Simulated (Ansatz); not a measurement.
# CHSi radical: geometry and frequencies at several levels, part 2 of 2

Aim: geometry and frequencies at several levels, for CHSi radical, with the cost of each level. Spin multiplicity 2.

Ansatz 0.2.0, Gaussian bases.

## 9. Relaxation, B3LYP-D4/def2-TZVPP

input.yaml

```yaml
crystal:
  periodic: [false, false, false]
  atoms:
    - { symbol: C, position_ang: [0.0, 0.0, -0.20111242] }
    - { symbol: Si, position_ang: [0.0, 0.0, 1.48119671] }
    - { symbol: H, position_ang: [0.0, 0.0, -1.28008429] }
magnetization:
  spin_polarized: true
  initial_magnetization: 1
basis:
  gaussian: { orbitals: def2-TZVPP }
hamiltonian:
  xc: { name: B3LYP }
  dispersion: d4
relax:
  f_tol: 0.002
  max_steps: 150
```

Started as:

```
> ansatz run input.yaml --threads 2 --pin off --max-ram 5120MiB --backend cpu --events-out ev --progress --plain --runs-dir out
```

The program printed, cut to the lines that bear on the results:

```text
Warning: RAYON_NUM_THREADS=2 ignored (pool sized by the plan → 2); use --threads N
[...]
Functional definition: B3LYP
[...]
530 factors; their error is unknown
[...]
mean field -8927.92337038 eV, -328.0951322976 hartree, gradient 1.0e-5 eV, S^2 0.756034; 2 other end points of the search recorded, 0 dependent functions left out
[...]
reference -8927.92354502 eV, -328.0951387154 hartree; 11, 10 occupied and 76, 77 virtual orbitals, 530 factors
relax step   1: F+E_penalty+E_count = -8927.99056869 eV  Δ(F+E_penalty+E_count) = +0.000e0 eV  max|allowed force component| = 1.915e-1 eV/Å  Δτ_max = 0.0000 Å  (95 SCF iters, accepted)
[...]
relax step   2: F+E_penalty+E_count = -8927.99078722 eV  Δ(F+E_penalty+E_count) = -2.185e-4 eV  max|allowed force component| = 6.775e-2 eV/Å  Δτ_max = 0.0011 Å  (42 SCF iters, accepted)
[...]
relax step   3: F+E_penalty+E_count = -8927.99082446 eV  Δ(F+E_penalty+E_count) = -3.724e-5 eV  max|allowed force component| = 6.392e-4 eV/Å  Δτ_max = 0.0007 Å  (28 SCF iters, accepted)
530 factors; their error is unknown
[...]
mean field -8927.92363925 eV, -328.0951421784 hartree, gradient 7.0e-5 eV, S^2 0.756107; 3 other end points of the search recorded, 0 dependent functions left out
[...]
reference -8927.92381390 eV, -328.0951485966 hartree; 11, 10 occupied and 76, 77 virtual orbitals, 530 factors
Total energy: -8927.99099911 eV, -328.0976176075 hartree
Atom 0 at     0.000000    -0.000000    -0.202833 Å, force    -0.000000    -0.000000    -0.000089 eV/Å
Atom 1 at    -0.000000     0.000000     1.482523 Å, force     0.000000     0.000000     0.000639 eV/Å
Atom 2 at    -0.000000     0.000000    -1.279689 Å, force     0.000000     0.000000    -0.000550 eV/Å
Dipole moment:    -0.000000     0.000000    -0.010846 e Å
```

Run time: 7.9 s. Hardware: 2 threads of Intel Xeon Platinum 8375C at 2.90GHz (Ice Lake), shared host; peak memory 0.16 GiB.

Step by step:

| step | E - E(step 1) (eV) | largest force component (eV/Å) |
| --- | --- | --- |
| 1 | 0.0000 | 0.1915 |
| 2 | -0.0002 | 0.0678 |
| 3 | -0.0003 | 0.0006 |

Step 1 is the start.

Before: Bond lengths: C1–Si2 1.682 Å, C1–H3 1.079 Å. Angles: Si2–C1–H3 180.0°.

After: Bond lengths: C1–Si2 1.685 Å, C1–H3 1.077 Å. Angles: Si2–C1–H3 180.0°.

## 10. Frequencies, B3LYP-D4/def2-TZVPP

input.yaml

```yaml
crystal:
  periodic: [false, false, false]
  atoms:
    - { symbol: C, position_ang: [0.0, 0.0, -0.20283327] }
    - { symbol: Si, position_ang: [0.0, 0.0, 1.48252266] }
    - { symbol: H, position_ang: [0.0, 0.0, -1.27968939] }
magnetization:
  spin_polarized: true
  initial_magnetization: 1
basis:
  gaussian: { orbitals: def2-TZVPP }
hamiltonian:
  xc: { name: B3LYP }
  dispersion: d4
phonons: {}
```

Started as:

```
> ansatz run input.yaml --threads 2 --pin off --max-ram 5120MiB --backend cpu --events-out ev --progress --plain --runs-dir out
```

The program printed, cut to the lines that bear on the results:

```text
Warning: RAYON_NUM_THREADS=2 ignored (pool sized by the plan → 2); use --threads N
[...]
[... 1 set-up line as earlier in the session ...]
[...]
530 factors; their error is unknown
[...]
mean field -8927.92363925 eV, -328.0951421785 hartree, gradient 1.1e-5 eV, S^2 0.756107; 2 other end points of the search recorded, 0 dependent functions left out
[...]
reference -8927.92381390 eV, -328.0951485967 hartree; 11, 10 occupied and 76, 77 virtual orbitals, 530 factors
[...]
530 factors; their error is unknown
mean field -8927.92363113 eV, -328.0951418799 hartree, gradient 2.6e-6 eV, S^2 0.756107; 0 other end points of the search recorded, 0 dependent functions left out
[...]
reference -8927.92380578 eV, -328.0951482982 hartree; 11, 10 occupied and 76, 77 virtual orbitals, 530 factors
[...]
530 factors; their error is unknown
[...]
530 factors; their error is unknown
mean field -8927.92351862 eV, -328.0951377453 hartree, gradient 1.6e-6 eV, S^2 0.756101; 0 other end points of the search recorded, 0 dependent functions left out
[...]
reference -8927.92369321 eV, -328.0951441616 hartree; 11, 10 occupied and 76, 77 virtual orbitals, 530 factors
[...]
530 factors; their error is unknown
[...]
mean field -8927.92353314 eV, -328.0951382792 hartree, gradient 1.9e-6 eV, S^2 0.756113; 0 other end points of the search recorded, 0 dependent functions left out
[...]
reference -8927.92370785 eV, -328.0951446994 hartree; 11, 10 occupied and 76, 77 virtual orbitals, 530 factors
Total energy: -8927.99099911 eV, -328.0976176076 hartree
Atom 0 at     0.000000     0.000000    -0.202833 Å, force    -0.000000    -0.000000    -0.000099 eV/Å
Atom 1 at     0.000000     0.000000     1.482523 Å, force    -0.000000     0.000000     0.000648 eV/Å
Atom 2 at     0.000000     0.000000    -1.279689 Å, force     0.000000     0.000000    -0.000549 eV/Å
Dipole moment:    -0.000000     0.000000    -0.010846 e Å
Vibrations: 507.74 568.92 1050.40 3273.18 cm⁻¹, zero-point energy 0.334772 eV
```

Run time: 16 s. Hardware: 2 threads of Intel Xeon Platinum 8375C at 2.90GHz (Ice Lake), shared host; peak memory 0.15 GiB.

Harmonic frequencies (cm⁻¹; negative: imaginary): 508, 569, 1050, 3273.

## 11. Relaxation, B2PLYP/def2-TZVPP

input.yaml

```yaml
crystal:
  periodic: [false, false, false]
  atoms:
    - { symbol: C, position_ang: [0.0, 0.0, -0.20111242] }
    - { symbol: Si, position_ang: [0.0, 0.0, 1.48119671] }
    - { symbol: H, position_ang: [0.0, 0.0, -1.28008429] }
magnetization:
  spin_polarized: true
  initial_magnetization: 1
basis:
  gaussian: { orbitals: def2-TZVPP }
hamiltonian:
  xc: { name: B2PLYP }
relax:
  f_tol: 0.002
  max_steps: 150
```

Started as:

```
> ansatz run input.yaml --threads 2 --pin off --max-ram 5120MiB --backend cpu --events-out ev --progress --plain --runs-dir out
```

The program printed, cut to the lines that bear on the results:

```text
Warning: RAYON_NUM_THREADS=2 ignored (pool sized by the plan → 2); use --threads N
[...]
Functional definition: B2PLYP
[...]
586 factors; integrals over basis functions are off by at most 3.4e-4 eV
[...]
mean field -8920.99453199 eV, -327.8405021835 hartree, gradient 6.6e-6 eV, S^2 0.769549; 2 other end points of the search recorded, 0 dependent functions left out
6 core orbitals not correlated: weight in the atoms' cores, before any rotation towards them, 1.000 or more for the frozen orbitals, at most 0.000 for the correlated occupied ones
reference -8920.99464251 eV, -327.8405062449 hartree; 5, 4 occupied and 76, 77 virtual orbitals, 586 factors
second order -7.78233996 eV of doubles, -0.00000000 eV of singles
[...]
relax step   1: F+E_penalty+E_count = -8923.09576378 eV  Δ(F+E_penalty+E_count) = +0.000e0 eV  max|allowed force component| = 2.611e-1 eV/Å  Δτ_max = 0.0000 Å  (75 SCF iters, accepted)
[...]
586 factors; integrals over basis functions are off by at most 3.4e-4 eV
[...]
mean field -8920.99389743 eV, -327.8404788639 hartree, gradient 5.1e-6 eV, S^2 0.770280; 3 other end points of the search recorded, 0 dependent functions left out
6 core orbitals not correlated: weight in the atoms' cores, before any rotation towards them, 1.000 or more for the frozen orbitals, at most 0.000 for the correlated occupied ones
reference -8920.99400796 eV, -327.8404829256 hartree; 5, 4 occupied and 76, 77 virtual orbitals, 586 factors
second order -7.78634095 eV of doubles, -0.00000000 eV of singles
[...]
Total energy: -8923.09632002 eV, -327.9177414687 hartree
Atom 0 at     0.000000     0.000000    -0.203386 Å, force    -0.000000    -0.000000    -0.000072 eV/Å
Atom 1 at    -0.000000    -0.000000     1.482219 Å, force     0.000000    -0.000000     0.000805 eV/Å
Atom 2 at     0.000000    -0.000000    -1.278833 Å, force     0.000000     0.000000    -0.000733 eV/Å
Dipole moment:    -0.000000     0.000000    -0.019366 e Å
```

Run time: 13 s. Hardware: 2 threads of Intel Xeon Platinum 8375C at 2.90GHz (Ice Lake), shared host; peak memory 0.22 GiB.

Relaxation path:

| step | E - E(step 1) (eV) | largest force component (eV/Å) |
| --- | --- | --- |
| 1 | 0.0000 | 0.2611 |
| 2 | -0.0004 | 0.0826 |
| 3 | -0.0004 | 0.0008 |

Step 1 is the start.

Before: Bond lengths: C1–Si2 1.682 Å, C1–H3 1.079 Å. Angles: Si2–C1–H3 180.0°.

After: Bond lengths: C1–Si2 1.686 Å, C1–H3 1.075 Å. Angles: Si2–C1–H3 180.0°.

## 12. The levels compared

| level | C1–Si2 (Å) | rotational constants (MHz) | dipole (D) | highest frequency (cm⁻¹) | CPU time |
| --- | --- | --- | --- | --- | --- |
| PBE0-D4/def2-TZVPP | 1.6823 | 17565 | 0.13 | 3286 | 17 s |
| PBE-D4/def2-TZVPP | 1.7008 | 17195 | 0.20 | 3187 | 16 s |
| r2SCAN-D4/def2-TZVPP | 1.6881 | 17453 | 0.25 | 3260 | 26 s |
| B3LYP-D4/def2-TZVPP | 1.6854 | 17512 | 0.05 | 3273 | 15 s |
| B2PLYP/def2-TZVPP | 1.6856 | 17511 | 0.09 | - | 24 s |

Constants are for the commonest isotopes at the equilibrium geometry; times are CPU times of the relaxations.

## 13. Outcome

This closing draws on all 2 parts.

```
                          quantity             value
       C1–Si2 at B2PLYP/def2-TZVPP           1.686 Å
frequencies at B3LYP-D4/def2-TZVPP  508 to 3273 cm⁻¹
```

In words: The C–Si distance spreads over 0.018 Å, from PBE0-D4/def2-TZVPP (shortest) to PBE-D4/def2-TZVPP. No mode is imaginary, so the geometry is a minimum.
